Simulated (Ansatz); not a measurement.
# H8NSi: the cost of one run

Computed with Ansatz 0.2.0, Gaussian basis. Level: PBE0-D4/def2-SVP.

## Step 1: Where the work starts

The start, a pair relaxed at PBE0-D4: SMILES `[NH4+].[SiH4]`, 10 atoms, charge 1, spin multiplicity 1.

Atoms are counted from 1 here; the program's logs count them from 0.

Bond lengths: N1–H2 1.022 Å, N1–H3 1.044 Å, N1–H4 1.022 Å, N1–H5 1.022 Å, Si6–H7 1.478 Å, Si6–H8 1.514 Å, Si6–H9 1.478 Å, Si6–H10 1.478 Å. Angles: H2–N1–H3 109.5°, H2–N1–H4 109.4°, H2–N1–H5 109.4°, H3–N1–H4 109.5°, H3–N1–H5 109.5°, H4–N1–H5 109.4°, H7–Si6–H8 105.7°, H7–Si6–H9 113.0°, H7–Si6–H10 112.9°, H8–Si6–H9 105.7°, H8–Si6–H10 105.8°, H9–Si6–H10 112.9°.

Geometry (Å):

```xyz
10
charge 1, multiplicity 1
N    -0.19233    0.14229   -2.01488
H     0.13259   -0.72057   -2.45557
H    -0.09539    0.06246   -0.97883
H    -1.17334    0.29802   -2.25502
H     0.36863    0.92762   -2.35087
Si    0.19809   -0.14548    2.07283
H    -0.71054   -1.22626    2.50877
H     0.04757   -0.06433    0.56849
H     1.62215   -0.45588    2.31718
H    -0.19752    1.18213    2.58780
```

## Step 2: The run

md/in.yaml

```yaml
crystal:
  periodic: [false, false, false]
  atoms:
    - {symbol: N, position_ang: [-0.192327, 0.142291, -2.014883]}
    - {symbol: H, position_ang: [0.132590, -0.720574, -2.455566]}
    - {symbol: H, position_ang: [-0.095389, 0.062465, -0.978826]}
    - {symbol: H, position_ang: [-1.173340, 0.298022, -2.255023]}
    - {symbol: H, position_ang: [0.368627, 0.927617, -2.350866]}
    - {symbol: Si, position_ang: [0.198085, -0.145482, 2.072826]}
    - {symbol: H, position_ang: [-0.710544, -1.226259, 2.508767]}
    - {symbol: H, position_ang: [0.047566, -0.064330, 0.568492]}
    - {symbol: H, position_ang: [1.622153, -0.455878, 2.317184]}
    - {symbol: H, position_ang: [-0.197521, 1.182129, 2.587796]}
basis:
  gaussian: {orbitals: def2-SVP}
total_charge: 1
hamiltonian: {xc: pbe0, dispersion: d4}
md: {n_steps: 30, timestep: 0.5, temperature: 500, ensemble: nvt_nose_hoover, seed: 182, initial_velocities: maxwell_boltzmann}
```

Launch:

```sh
$ ansatz run in.yaml --threads 2 --pin off --events-out ev --progress --plain --max-ram 5222MiB
```

**Question.** How long does this run take on 2 threads of Arm Neoverse V1, shared host?

About 27 s.
